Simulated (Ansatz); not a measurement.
# Al2H4+ (doublet): from Hartree-Fock to the top rungs, cc-pVDZ

How much of the correlation energy of Al2H4+ (doublet) does each wave-function method recover here?

The runs use Ansatz 0.2.0, Gaussian basis; cc-pVDZ, core rule «outside noble gas», up to 10 orbitals frozen.

To be run: UHF; CCSD(T) on ROHF; CCSD(T) on UHF; BCCD(T) on ROHF; CISD; CCSDT(Q) on ROHF; CCSDT(Q) on UHF; CASSCF and MRCISD+Q, 9 electrons in 12 orbitals; CASSCF and NEVPT2, 9 electrons in 12 orbitals.

3 further runs of the same task are left out: 3 set aside as unsound or not needed.

### 1 What is computed

The geometry is a PBE0/def2-TZVP stationary point (not a proven minimum) of the parent state, kept for this charge and spin.

6 atoms, charge 1, spin multiplicity 2.

Atoms are counted from 1 here; the program's logs count them from 0.

Bond lengths: Al1–Al2 2.617 Å, Al1–H3 1.595 Å, Al1–H4 1.595 Å, Al2–H5 1.595 Å, Al2–H6 1.595 Å. Angles: Al2–Al1–H3 121.9°, Al2–Al1–H4 121.9°, H3–Al1–H4 116.1°, Al1–Al2–H5 121.9°, Al1–Al2–H6 121.9°, H5–Al2–H6 116.1°.

### 2 UHF

in.yaml reads:

```yaml
crystal:
  periodic: [false, false, false]
  atoms:
    - {symbol: Al, position_ang: [0.000000, 0.000000, 1.308589]}
    - {symbol: Al, position_ang: [0.000000, 0.000000, -1.308589]}
    - {symbol: H, position_ang: [0.000000, 1.353331, 2.152404]}
    - {symbol: H, position_ang: [0.000000, -1.353331, 2.152404]}
    - {symbol: H, position_ang: [0.000000, 1.353331, -2.152404]}
    - {symbol: H, position_ang: [0.000000, -1.353331, -2.152404]}
basis:
  gaussian: {orbitals: cc-pVDZ}
total_charge: 1
magnetization: {spin_polarized: true, initial_magnetization: 1}
hamiltonian: {xc: hf}
output: {orbitals: {seedname: orbitals}}
```

Command:

```console
$ ansatz run in.yaml --threads 1 --pin off --events-out ev --progress --plain --max-ram 2816MiB --backend cpu
```

Further steps of the session: CCSD(T) on ROHF; CCSD(T) on UHF; BCCD(T) on ROHF; CISD; CCSDT(Q) on ROHF; CCSDT(Q) on UHF; CASSCF and MRCISD+Q, 9 electrons in 12 orbitals; CASSCF and NEVPT2, 9 electrons in 12 orbitals.

Before running them: what should the planned runs give, taken together? Wanted: UCCSDT(Q) below the RHF energy; RMP2 from UCCSDT(Q); UMP2 from UCCSDT(Q); RCCSD from UCCSDT(Q); RCCSD(T) from UCCSDT(Q); UCCSD(T) from UCCSDT(Q); RCCSDT(Q) from UCCSDT(Q); NEVPT2 valence from UCCSDT(Q); MRCISD+Q valence from UCCSDT(Q).

The runs gave:

| quantity | value |
| --- | --- |
| UCCSDT(Q) below the RHF energy | -4.3336 eV |
| RMP2 from UCCSDT(Q) | +115.7 kJ/mol |
| UMP2 from UCCSDT(Q) | +114.5 kJ/mol |
| RCCSD from UCCSDT(Q) | +10.5 kJ/mol |
| RCCSD(T) from UCCSDT(Q) | +3.0 kJ/mol |
| UCCSD(T) from UCCSDT(Q) | +3.1 kJ/mol |
| RCCSDT(Q) from UCCSDT(Q) | 0.0 kJ/mol |
| NEVPT2 valence from UCCSDT(Q) | +65.6 kJ/mol |
| MRCISD+Q valence from UCCSDT(Q) | +1.1 kJ/mol |
| levels within 1 kcal/mol (43 meV) | RCCSD(T), UCCSD(T), BCCD(T), RCCSDT, UCCSDT, RCCSDT(Q), MRCISD+Q valence |
| T1 diagnostic | 0.027 |
| effectively unpaired electrons | 1.04 |

RCCSD(T) lands +3.0 kJ/mol from the yardstick (0.7 % of the correlation energy). One determinant dominates. Of the multireference levels listed MRCISD+Q valence comes nearest in total energy (+1.1 kJ/mol), which doesn't show that its space is the better one. These misses are within one basis, not against nature; the frozen cores of restricted and unrestricted runs differ, which can shift their rows.
